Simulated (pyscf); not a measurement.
Thermochemistry of product channels of `[Cl][CH2][Cl]` + `[CH3]` [doublet] on the doublet surface, in kJ/mol, from CCSD(T)/def2-TZVPP + ΔMP2(QZVPP) energies (ideal gas, 1 atm, RRHO with modes under 100 cm⁻¹ raised to 100, one conformer, R ln 2 for chiral ones without a mode under 150 cm⁻¹). Optimised with ωB97X-D3(BJ)/def2-SVP in PySCF. Correlated levels are frozen-core, on RHF or UHF. ΔMP2 is the change of the MP2 total energy from the triple- to the quadruple-zeta basis.

```tsv
products	ΔE	ΔH(298 K)	ΔG(600 K)	ΔG(1200 K)
`[Cl]` [doublet] + `[CH3][CH2][Cl]`	-60.1	-43.1	-23.2	?
`[Cl][CH][Cl]` [doublet] + `[CH4]`	-37.9	-34.8	-35.9	?
```

### Question
Some entries are withheld; supply them.

### Answer

- `[Cl]` [doublet] + `[CH3][CH2][Cl]`, ΔG(1200 K): -2.7
- `[Cl][CH][Cl]` [doublet] + `[CH4]`, ΔG(1200 K): -35.5

These are energies of the channels, which say nothing of barriers. The CCSD(T) − MP2 part came from Ansatz, without density fitting, on the same reference. Left out: orbital degeneracy and the spin-orbit lowering of Cl.
